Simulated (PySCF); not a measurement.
CH₂, SMILES [CH2], multiplicity 3.

Geometry: B3LYP-D3(BJ)/def2-TZVPD. The isomer is the one that the SMILES or the coordinates give; other isomers of the formula were not compared.

Computed with PySCF 2.14.0 with B3LYP-D3(BJ)/def2-TZVPD.

No scaling factor is applied to the harmonic values.

Q: List the normal modes with their intensities. (Estimate from the structure and the level; the computed values follow.)

A: 
```csv
mode,ν (cm⁻¹),IR (km/mol),moving atoms (share of kinetic energy)
1,1054,9.5,"H 88 %, C 12 %"
2,3125,0.4,H 98 %
3,3363,0.4,"H 87 %, C 13 %"
```
